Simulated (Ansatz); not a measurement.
**C₃H₄N₂: how energies converge with the basis set**

One table from this session's results is given with a row withheld; the runs are named, their logs left out.

Program: Ansatz 0.2.0, Gaussian basis. Level of theory: one geometry, several basis sets. These are calculated values, not measurements.

Plan: PBE0-D4/def2-SVP; ωB97M-V/def2-SVP; PBE0-D4/def2-QZVPP; ωB97M-V/def2-QZVPP; the functionals' def2-TZVPP values are taken from earlier runs.

## Structure used throughout

The geometry comes from an earlier relaxation with PBE0-D4 in a triple-zeta def2 set; it is a stationary point, not always the lowest conformer.

SMILES `NC1=C=CN1`, 9 atoms, charge 0, spin multiplicity 1.

Atoms are counted from 1 here; the program's logs count them from 0.

Bond lengths: N1–C2 1.319 Å, N1–H6 1.005 Å, N1–H7 1.006 Å, C2–C3 1.439 Å, C2–N5 1.421 Å, C3–C4 1.370 Å, C4–N5 1.495 Å, C4–H8 1.088 Å, N5–H9 1.028 Å. Angles: C2–N1–H6 122.4°, C2–N1–H7 118.2°, H6–N1–H7 119.4°, N1–C2–C3 130.7°, N1–C2–N5 124.1°, C3–C2–N5 103.2°, C2–C3–C4 75.6°, C3–C4–N5 102.9°, C3–C4–H8 135.3°, N5–C4–H8 121.1°, C2–N5–C4 72.3°, C2–N5–H9 112.7°, C4–N5–H9 115.1°.

Set-up of the first run:

Input file in.yaml:

```yaml
crystal:
  periodic: [false, false, false]
  atoms:
    - {symbol: N, position_ang: [-0.879036, 1.037280, -0.598032]}
    - {symbol: C, position_ang: [0.054775, 0.116668, -0.454376]}
    - {symbol: C, position_ang: [0.133677, -1.227362, -0.963146]}
    - {symbol: C, position_ang: [0.717222, -1.295586, 0.274382]}
    - {symbol: N, position_ang: [1.038938, 0.133693, 0.570332]}
    - {symbol: H, position_ang: [-0.887262, 1.884547, -0.057789]}
    - {symbol: H, position_ang: [-1.595828, 0.883495, -1.287059]}
    - {symbol: H, position_ang: [0.831766, -2.066456, 1.034210]}
    - {symbol: H, position_ang: [0.674347, 0.487420, 1.464477]}
basis:
  gaussian: {orbitals: def2-SVP}
hamiltonian: {xc: pbe0, dispersion: d4}
output: {orbitals: {seedname: orbitals}}
```

On the command line:

```sh
> ansatz run in.yaml --threads 2 --pin off --events-out ev --progress --plain --max-ram 4352MiB
```

Steps of the session up to this table: PBE0-D4 in def2-SVP; ωB97M-V in def2-SVP; PBE0-D4 in def2-QZVPP; ωB97M-V in def2-QZVPP.

One of the session's tables, all rows but one given; the rest of the session is left out.

It belongs to the step «Density functionals: the series». 

```
functional       basis  HOMO (eV)
   PBE0-D4    def2-SVP      -5.55
   PBE0-D4  def2-TZVPP      -5.83
   PBE0-D4  def2-QZVPP      -5.89
   ωB97M-V    def2-SVP          ?
   ωB97M-V  def2-TZVPP      -8.20
   ωB97M-V  def2-QZVPP      -8.25
```

Estimate the missing values for ωB97M-V, def2-SVP.

**Answer.** HOMO (eV): -7.89. In the column «HOMO (eV)» it lies between ωB97M-V, def2-TZVPP (-8.20) and PBE0-D4, def2-QZVPP (-5.89).
